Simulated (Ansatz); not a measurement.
# CF (SMILES [C]F) at 6 levels

Aim: a comparison of 6 runs (U-r2SCAN/STO-3G, U-r2SCAN0/STO-3G, U-wB97X/STO-3G, RPA@PBE/STO-3G, UMP2/STO-3G, UCCSD(T)/STO-3G) of CF. 

Program for the calculation: Ansatz 0.2.0.

44 further runs of the same task are left out: 9 that didn't finish, 35 set aside as unsound or not needed.

### Step 1. The structure to begin with

The species is CF (2 atoms), meant as a doublet with charge 0. SMILES: `[C]F`. The F2–C1 distance was set to 2.537 Å, away from the relaxed value.

### Step 2. A single-point energy at U-r2SCAN/STO-3G (run 1)

The input, input.yaml:

```yaml
crystal:
  periodic: [false, false, false]
  atoms:
    - {symbol: C, position_ang: [-0.000000, 0.000000, -1.265180]}
    - {symbol: F, position_ang: [0.000000, -0.000000, 1.271320]}
basis:
  gaussian: {orbitals: STO-3G}
magnetization: {spin_polarized: true, initial_magnetization: 1}
hamiltonian: {xc: {name: r2SCAN}}
accuracy: high
```

Run with:

```
$ ansatz run input.yaml --threads 1 --pin off --max-ram 3480MiB --events-out events.jsonl --progress --plain --runs-dir runs
```

Log:

```text
Warning: RAYON_NUM_THREADS=1 ignored (pool sized by the plan → 1); use --threads N
Functional definition: r2SCAN
  name "r2SCAN"
  parameter k0 = 0.174
  parameter k1 = 0.065
  parameter a1 = 4.9479
  exchange = r2scan_x(k0 = k0, k1 = k1, a1 = a1)
  correlation = r2scan_c
143 factors; integrals over basis functions are off by at most 1.8e-8 eV
mean field evaluation 1: about -3679.6352 eV, gradient 1.6e1 eV
mean field evaluation 2: about -3445.4705 eV, gradient 1.5e1 eV
mean field evaluation 4: about -3675.9392 eV, gradient 8.3e0 eV
mean field evaluation 8: about -3689.6936 eV, gradient 1.5e0 eV
mean field evaluation 16: about -3689.7353 eV, gradient 2.6e-1 eV
mean field evaluation 32: about -3686.8450 eV, gradient 8.2e0 eV
mean field evaluation 64: about -3689.4503 eV, gradient 1.5e-4 eV
mean field evaluation 96: about -3689.7405 eV, gradient 4.5e-2 eV
mean field evaluation 128: about -3689.7148 eV, gradient 4.9e-1 eV
mean field -3689.74848940 eV, -135.5957559839 hartree, gradient 7.6e-9 eV, S^2 1.602298; 12 other end points of the search recorded, 0 dependent functions left out
reference -3689.74848967 eV, -135.5957559938 hartree; 8, 7 occupied and 2, 3 virtual orbitals, 143 factors
Total energy: -3689.74848967 eV, -135.5957559938 hartree
```

It took 16 s on 1 thread of Arm Neoverse V1, shared host; peak memory 0.13 GiB.

### Step 3. A single-point energy at U-r2SCAN0/STO-3G (run 2)

The input, in.yaml:

```yaml
crystal:
  periodic: [false, false, false]
  atoms:
    - {symbol: C, position_ang: [-0.000000, 0.000000, -1.265180]}
    - {symbol: F, position_ang: [0.000000, -0.000000, 1.271320]}
basis:
  gaussian: {orbitals: STO-3G}
magnetization: {spin_polarized: true, initial_magnetization: 1}
hamiltonian: {xc: {name: r2SCAN0}}
accuracy: high
```

Run with:

```
$ ansatz run in.yaml --threads 1 --pin off --max-ram 3480MiB --events-out events.jsonl --progress --plain --runs-dir runs
```

Log:

```text
Warning: RAYON_NUM_THREADS=1 ignored (pool sized by the plan → 1); use --threads N
Functional definition: r2SCAN0
  name "r2SCAN0"
  parameter a = 0.25
[... 3 set-up lines as earlier in the session ...]
  exchange = (1 - a)*r2scan_x(k0 = k0, k1 = k1, a1 = a1) + a*exact_x
[... 1 set-up line as earlier in the session ...]
143 factors; integrals over basis functions are off by at most 1.8e-8 eV
mean field evaluation 1: about -3678.5338 eV, gradient 1.2e1 eV
mean field evaluation 2: about -3446.2284 eV, gradient 1.9e1 eV
mean field evaluation 4: about -3677.1359 eV, gradient 7.4e0 eV
mean field evaluation 8: about -3689.1864 eV, gradient 7.4e-1 eV
mean field evaluation 16: about -3689.2017 eV, gradient 2.7e-7 eV
mean field evaluation 32: about -3689.9513 eV, gradient 2.2e-2 eV
mean field -3689.95217667 eV, -135.6032413533 hartree, gradient 1.2e-8 eV, S^2 1.678883; 6 other end points of the search recorded, 0 dependent functions left out
reference -3689.95217689 eV, -135.6032413613 hartree; 8, 7 occupied and 2, 3 virtual orbitals, 143 factors
Total energy: -3689.95217689 eV, -135.6032413613 hartree
```

Run time: 6.6 s. Hardware: 1 thread of Arm Neoverse V1, shared host; peak memory 0.14 GiB.

### Step 4. A single-point energy at U-wB97X/STO-3G (run 3)

The input, run.yaml:

```yaml
crystal:
  periodic: [false, false, false]
  atoms:
    - symbol: C
      position_ang: [-0.000000, 0.000000, -1.265180]
    - symbol: F
      position_ang: [0.000000, -0.000000, 1.271320]
basis:
  gaussian: {orbitals: STO-3G}
hamiltonian: {xc: {name: wB97X}}
magnetization: {spin_polarized: true, initial_magnetization: 1}
accuracy: high
```

Run with:

```
$ ansatz run run.yaml --threads 1 --pin off --max-ram 3480MiB --events-out events.jsonl --progress --plain --runs-dir runs
```

Log, shortened:

```text
Warning: RAYON_NUM_THREADS=1 ignored (pool sized by the plan → 1); use --threads N
Functional definition: wB97X
  name "wB97X"
[...]
      + exact_x_lr(omega)
[...]
      + integral(e_c_pw_opposite_spin*poly(b97_u_opposite, 1, cos1, cos2, cos3, cos4))
143 factors; integrals over basis functions are off by at most 1.8e-8 eV
83 factors; integrals over basis functions are off by at most 4.3e-10 eV
[...]
mean field -3690.61784170 eV, -135.6277040918 hartree, gradient 5.3e-9 eV, S^2 1.676885; 6 other end points of the search recorded, 0 dependent functions left out
reference -3690.61784127 eV, -135.6277040760 hartree; 8, 7 occupied and 2, 3 virtual orbitals, 143 factors
Total energy: -3690.61784127 eV, -135.6277040760 hartree
```

Wall time 6.3 s (1 thread of Arm Neoverse V1, shared host); peak memory 0.21 GiB.

Runs 4 to 5 aren't shown in full; the table further down has their settings and results.

### Step 5. A single-point energy at UCCSD(T)/STO-3G (run 6)

The input, in.yaml:

```yaml
basis:
  gaussian:
    orbitals: STO-3G
crystal:
  periodic: [false, false, false]
  atoms:
    - {symbol: C, position_ang: [-0.000000, 0.000000, -1.265180]}
    - {symbol: F, position_ang: [0.000000, -0.000000, 1.271320]}
correlation:
  method: ccsd_t
  frozen_orbitals: {C: 1, F: 1}
accuracy: high
magnetization:
  spin_polarized: true
  initial_magnetization: 1
scf:
  omitted_lower_state_checks: [cluster_reference, increment]
```

Run with:

```
$ ansatz run in.yaml --threads 1 --pin off --max-ram 3480MiB --events-out events.jsonl --progress --plain --runs-dir runs
```

Log:

```text
Warning: RAYON_NUM_THREADS=1 ignored (pool sized by the plan → 1); use --threads N
[... 21 lines left out ...]
2 core orbitals not correlated: weight in the atoms' cores, before any rotation towards them, 1.000 or more for the frozen orbitals, at most 0.000 for the correlated occupied ones
[... 171 lines left out ...]
Total energy: -3679.18591906 eV, -135.2075886838 hartree
Checks for a lower state left out: cluster_reference, increment
```

Run time: 0.62 s. Hardware: 1 thread of Arm Neoverse V1, shared host.

### Step 6. The series

```tsv
run	level	frozen core orbitals	energy (Eh)	⟨S²⟩	wall time
1	U-r2SCAN/STO-3G	–	-135.595756	1.602	16 s
2	U-r2SCAN0/STO-3G	–	-135.603241	1.679	6.6 s
3	U-wB97X/STO-3G	–	-135.627704	1.677	6.3 s
4	RPA@PBE/STO-3G	2	-135.275245	1.484	3.6 s
5	UMP2/STO-3G	2	-135.197063	1.750	0.32 s
6	UCCSD(T)/STO-3G	2	-135.207589	1.750	0.62 s
```

### Step 7. Results

| quantity | value |
| --- | --- |
| run 6: total energy | -135.20759 Eh |
| run 6: correlation energy (2 core orbitals frozen) | -20.3 mEh |
| run 6: (T) correction | -0.08 mEh |
| run 6: ⟨S²⟩ of the reference determinant | 1.750 |
| run 6: T1 diagnostic | 0.006 |

In words: Totals of different functionals can't be ranked against each other. In runs 1, 2, 3, 4, 5, 6 the basis is minimal, so the values are rough. Spin contamination of the reference: run 5 ⟨S²⟩ = 1.75, run 6 ⟨S²⟩ = 1.75, run 2 ⟨S²⟩ = 1.68, run 3 ⟨S²⟩ = 1.68, run 1 ⟨S²⟩ = 1.60, run 4 ⟨S²⟩ = 1.48. Where it is this large, the reference is a mixture of spin states, and values that rest on it are in doubt. All runs together took 33 s, the longest 16 s.
